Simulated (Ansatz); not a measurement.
Input file:

```yaml
crystal:
  periodic: [false, false, false]
  atoms:
    - {symbol: N, position_ang: [0.000000, 0.000000, 0.000000]}
    - {symbol: N, position_ang: [0.000000, 0.000000, 1.521000]}
basis:
  gaussian: {orbitals: def2-mTZVP, point_charges: [{charge: 1.00, position_ang: [4.769, -0.482, 0.900]}]}
magnetization: {spin_polarized: false}
correlation: {method: bccd_t, electrons: all}
scf: {lower_state_search: off}
```

```sh
$ ansatz run in.yaml --threads 1 --pin off --events-out ev --progress --plain --max-ram 2393MiB
```

Output:

```
these checks for a lower state are left out or cut short: stability, starts, cluster_reference, orbital_swaps, neighbouring_geometries, increment
310 factors; integrals over basis functions are off by at most 1.0e-3 eV
mean field evaluation 1: about -2957.1574 eV, gradient 9.3e0 eV
mean field evaluation 2: about -2957.1590 eV, gradient 9.3e0 eV
mean field evaluation 4: about -2957.4462 eV, gradient 2.3e0 eV
mean field evaluation 8: about -2957.4590 eV, gradient 7.3e-2 eV
mean field evaluation 16: about -2957.5495 eV, gradient 3.3e-1 eV
mean field -2957.55579060 eV, -108.6881706011 hartree, gradient 9.7e-6 eV, S^2 0.000000; 0 other end points of the search recorded, 0 dependent functions left out
reference -2957.55579060 eV, -108.6881706011 hartree; 7, 7 occupied and 31, 31 virtual orbitals, 310 factors
second order -12.03910764 eV of doubles, -0.00000000 eV of singles
cycle   1  -10.47404310 eV  change     1.6e0 eV  update   3.3e-1
cycle   2  -12.27004125 eV  change    -1.8e0 eV  update   1.2e-1
cycle   3  -12.41745172 eV  change   -1.5e-1 eV  update   9.5e-2
cycle   4  -12.38557762 eV  change    3.2e-2 eV  update   3.6e-2
cycle   5  -12.34367544 eV  change    4.2e-2 eV  update   1.3e-2
cycle   6  -12.34769191 eV  change   -4.0e-3 eV  update   8.2e-3
cycle   7  -12.36083338 eV  change   -1.3e-2 eV  update   2.4e-3
cycle   8  -12.35546515 eV  change    5.4e-3 eV  update   9.2e-4
cycle   9  -12.36234325 eV  change   -6.9e-3 eV  update   5.2e-4
cycle  10  -12.36036362 eV  change    2.0e-3 eV  update   2.8e-4
cycle  11  -12.36147899 eV  change   -1.1e-3 eV  update   1.5e-4
cycle  12  -12.36224498 eV  change   -7.7e-4 eV  update   6.9e-5
cycle  13  -12.36248123 eV  change   -2.4e-4 eV  update   2.1e-5
cycle  14  -12.36255327 eV  change   -7.2e-5 eV  update   5.4e-6
cycle  15  -12.36254916 eV  change    4.1e-6 eV  update   1.7e-6
perturbative correction -1.15472667 eV, -0.0424354226 hartree
Total energy: -2971.07306643 eV, -109.1849213257 hartree
Checks for a lower state left out: stability, starts, cluster_reference, orbital_swaps, neighbouring_geometries, increment
```

Ran on 1 thread of Intel Xeon Platinum 8488C, shared host: 0.54 s wall, 0.1 GiB peak host memory.
